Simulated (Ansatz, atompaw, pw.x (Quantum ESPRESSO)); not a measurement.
## Ge: one change to the PAW (atompaw) potential, in the atom and in the diamond crystal

```json
{"Element": "Ge", "Generator": "atompaw 4.2.0.5", "Type": "PAW", "Functional": "PBE", "Relativity": "scalar-relativistic", "Frozen core": "[Ar] 3d10", "Valence charge": "4", "Reference configuration": "4s2 4p2", "Partial waves": "4s (bound): rc 2.15 bohr; 4s channel at 0.55 Ry: rc 1.65 bohr; 4p (bound): rc 2.15 bohr; 4p channel at 0.15 Ry: rc 2.15 bohr; 4d channel at 0.2 Ry: rc 2.15 bohr; 4d channel at 2.5 Ry: rc 2.15 bohr", "Local potential": "ultrasoft scheme with l = 3 at 0.5 Ry, radius 1.60 bohr", "Core correction": "smooth core density matched at 1.25 bohr", "Augmentation charge": "sinc compensation charge, radius 1.55 bohr; PAW radius 2.15 bohr; waves and projectors: custom rrkj gramschmidtortho"}
```

Change: all radii scaled by about 1.28 (s 2.76, p 2.76, d 2.76 bohr); local potential ultrasoft scheme with l = 3 at 0.5 Ry, radius 2.04 bohr; augmentation sinc compensation charge, radius 1.98 bohr; PAW radius 2.76 bohr; waves and projectors: custom rrkj gramschmidtortho; core correction smooth core density matched at 1.60 bohr.

Cutoffs, loose and tight: the cutoffs (Ry, on a coarse ladder) from which the occupation-weighted sum of valence levels, in a spherical-Bessel basis at the reference potential, stays within 10 and 1 mRy of its value at 400 Ry. They see the waves, projectors and local potential, not the compensation charge or the core.

Crystal test: diamond Ge in pw.x 7.5, no spin, 8³ k-points, Fermi–Dirac smearing 0.01 Ry, cutoffs set for each file from its atomic test. The reference is all-electron LAPW (Ansatz 0.2.0) with the same functional, mesh and smearing; V0 and B0 come from Birch–Murnaghan fits to the pressures at five volumes. Errors are pseudo minus all-electron; Δ is the rms difference of the E(V) curves that follow from these fits, minima aligned, over ±6 % about the mean V0. Mesh and smearing are coarse, so the numbers serve the comparison and aren't converged zero-temperature values; the lattice is a test structure that the element need not adopt.

All-electron: a0 = 5.765 Å (V0 = 23.95 Å³/atom), B0 = 57.6 GPa.

Q: Does the change bring the crystal closer to the all-electron result?

A: The mean pressure error goes from +0.05 to +0.26 GPa, so the change moves the solid further from the all-electron pressures.

```json
{"quantity": "outcome (atom)", "base": "generated", "changed": "generated"}
{"quantity": "cutoff, loose (atom)", "base": "8 Ry", "changed": "6 Ry"}
{"quantity": "cutoff, tight (atom)", "base": "12 Ry", "changed": "10 Ry"}
{"quantity": "bound ghosts (atom)", "base": "none", "changed": "none"}
{"quantity": "cutoffs in pw.x (Ry)", "base": "40/400", "changed": "40/400"}
{"quantity": "a0 (Å)", "base": "5.767", "changed": "5.773"}
{"quantity": "a0 error (%)", "base": "+0.03", "changed": "+0.14"}
{"quantity": "B0 error (%)", "base": "+1.4", "changed": "+2.1"}
{"quantity": "Δ (meV/atom)", "base": "0.3", "changed": "1.4"}
{"quantity": "mean pressure error (GPa)", "base": "+0.05", "changed": "+0.26"}
```

Base: The logarithmic derivative shows an extra or strongly shifted pseudo pole above the reference energy (d near 1.29 Ry). Changed file: The largest radius (2.76 bohr) exceeds half the bond length (2.36 bohr), so the spheres overlap, which is one possible source of error among others. The atomic cutoffs weigh occupied waves only.
